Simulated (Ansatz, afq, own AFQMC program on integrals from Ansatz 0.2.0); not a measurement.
AFQMC on a folder of integrals that Ansatz 0.2.0 wrote.

```yaml
crystal:
  periodic: [false, false, false]
  atoms:
    - {symbol: Si, position_ang: [0.000001, 0.000000, -0.080385]}
    - {symbol: H, position_ang: [1.305166, -0.000195, 0.746632]}
    - {symbol: H, position_ang: [-0.652425, 1.130403, 0.746625]}
    - {symbol: H, position_ang: [-0.652756, -1.130219, 0.746613]}
basis:
  gaussian: {orbitals: "6-31++G**"}
total_charge: -1
magnetization: {spin_polarized: false}
correlation: {method: ccsd_t, electrons: outside_noble_gas, hamiltonian_folder: ham}
```

```sh
$ ansatz run in.yaml --threads 1 --pin off --events-out ev --progress --plain --max-ram 1382MiB
```

afq runs on the folder ham with

```
--method phaseless --trial cisd --walkers 70 --populations 1 --least-time 40 --time-step 0.005 --steps-per-block 50 --equilibration-blocks 28 --max-blocks 300 --target-error 0.00034 --factor-cut 1e-05 --seed 7905 --release-times 0.24,0.51,0.99,1.62,2.4 --release-step 0.03 --release-every 4 --taylor-order 6
```

Times are imaginary, in 1/Eh. The walk had a cap of 482 s.

Output of the walk:

```
orbitals 36  electrons 4 4  factors 276 of 366
reference energy -290.61905122 Eh
CCSD correlation -0.13519674 Eh in 10 cycles, weight of the determinant in the CISD state 0.9156
energy of the start -290.754248 Eh
 block  time / (1/Eh)  mean weight  energy / Eh
     1     0.250  1.0003  -290.753131
     2     0.500  0.9980  -290.753585
     3     0.750  1.0018  -290.754727
     4     1.000  1.0006  -290.754814
     5     1.250  1.0006  -290.755536
     7     1.750  1.0010  -290.755850
     9     2.250  1.0000  -290.756902
    13     3.250  1.0002  -290.756706
    21     5.250  0.9988  -290.759458
    29     7.250  0.9984  -290.756339
    37     9.250  0.9984  -290.757065
    45    11.250  1.0002  -290.757438
    53    13.250  1.0026  -290.756426
    61    15.250  1.0009  -290.758678
    69    17.250  1.0000  -290.758023
    77    19.250  0.9992  -290.756461
    85    21.250  1.0012  -290.758113
    93    23.250  0.9991  -290.756814
   101    25.250  0.9990  -290.758821
   109    27.250  0.9991  -290.759840
   117    29.250  1.0008  -290.758360
   125    31.250  0.9995  -290.756894
   133    33.250  1.0001  -290.758804
   141    35.250  0.9999  -290.757814
   149    37.250  0.9998  -290.755141
   157    39.250  1.0008  -290.756898
   165    41.250  1.0000  -290.757921
   173    43.250  0.9975  -290.757084
   181    45.250  0.9999  -290.758959
   185    46.250  1.0018  -290.758265
blocks merged  error / Eh  count
     1  0.000104  160
     2  0.000129  80
     4  0.000159  40
     8  0.000182  20
    16  0.000205  10
released: time / (1/Eh)  energy / Eh  error  mean overlap
  0.24  -290.757813  0.000200  1.0030
  0.51  -290.757882  0.000272  1.0080
  0.99  -290.758059  0.000194  0.9946
  1.62  -290.758052  0.000193  1.0005
  2.40  -290.758039  0.000184  0.9991
energy -290.757868 +/- 0.000182 Eh
(rows thinned)
```

The run passed its tests (sampling time, drift between the halves within three errors, error under three times the target), which doesn't prove that it has relaxed.

Against this walk (error 4.9 meV) on the same determinant: CCSD(T) 16.0 meV higher, CCSDT(Q) 3.4 meV lower (within the noise). The error is statistical and leaves out the bias of the constraint. Released to 2.40 1/Eh the energy moves by -5 ± 7 meV (both errors), within twice the noise.

Cautions: constraint bias not in the error.

The walk took 86 s on 1 thread of Arm Neoverse V2, with other jobs on the host. The log's last line is the phaseless energy.

CCSDT and higher add their correlation energy to the determinant of the CCSD(T) run, since their own runs factorise the integrals more tightly (a shift of under 2 meV). A walk keeps the symmetry of its determinant, which the program's search chose and which needn't be the lowest solution, so a lower state of the same spin and another symmetry isn't excluded.
